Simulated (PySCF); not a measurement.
Species: C4H7FN (doublet state).
Numbering: `[NH:1][CH2:2][C@@H:3]1[CH2:4][C@@H:5]1[F:6]` (hydrogens: H7 on N1; H8, H9 on C2; H10 on C3; H11, H12 on C4; H13 on C5)

Geometry (GFN2-xTB, Å), atoms numbered from 1 in this order:
```
atom  x, y, z in Å
N1     2.3610    0.0140   -0.0268
C2     1.1305    0.1996   -0.6479
C3    -0.0743    0.4710    0.2311
C4    -0.8488   -0.6909    0.8015
C5    -1.4498    0.1571   -0.2699
F6    -1.5670   -0.3827   -1.5184
H7     2.2932    0.0408    0.9878
H8     1.2556    1.0133   -1.3872
H9     0.9420   -0.6835   -1.2863
H10    0.0261    1.3549    0.8511
H11   -0.5305   -1.6835    0.5204
H12   -1.2532   -0.6215    1.7992
H13   -2.2891    0.8120   -0.0724
```

The hyperfine couplings belong to this conformer and change with its torsions.

Theory: UKS B3LYP, pcH-1 on C F H N, non-relativistic, mean-field spin-orbit, GIAO in PySCF. The structure is a single GFN2-xTB conformer in the gas phase; no vibrational or solvent corrections. The geometry wasn't refined by DFT: couplings that depend on bond lengths, twists or pyramidal angles can differ widely from those at the functional's own minimum. Stability of the SCF solution: not tested.

Predict the first-order ENDOR lines of N1, F6, H9, H8, H7 and H12 under fast tumbling at B = 336.3 mT (X band).

For S = 1/2 in fast tumbling each set of equivalent nuclei gives two lines, ν± = |νn ± a/2| to first order, with νn = g_N μN B/h and μN/h = 7.62259 MHz/T.

| nuclei | isotope | g_N | νn (MHz) | a_iso (MHz) | lower line (MHz) | upper line (MHz) |
| --- | --- | --- | --- | --- | --- | --- |
| N1 | 14N | 0.4038 | 1.04 | 31.17 | 14.55 | 16.62 |
| F6 | 19F | 5.2577 | 13.48 | 6.01 | 10.47 | 16.48 |
| H9 | 1H | 5.5857 | 14.32 | 179.37 | 75.37 | 104.01 |
| H8 | 1H | 5.5857 | 14.32 | 162.12 | 66.74 | 95.38 |
| H7 | 1H | 5.5857 | 14.32 | -59.89 | 15.63 | 44.26 |
| H12 | 1H | 5.5857 | 14.32 | 0.86 | 13.89 | 14.75 |

Which pairs are centred on the nuclear Larmor frequency, and which on half the coupling?

Centred on νn, since |a| < 2νn: F6 and H12. Centred on |a|/2 and split by 2νn: N1, H9, H8 and H7.

At what field would the lower line of N1 fall to zero frequency?

Where νn = |a|/2, that is B = 15.59 MHz/(0.4038 × 7.62259 MHz/T) = 5060 mT, as far as first order holds there.
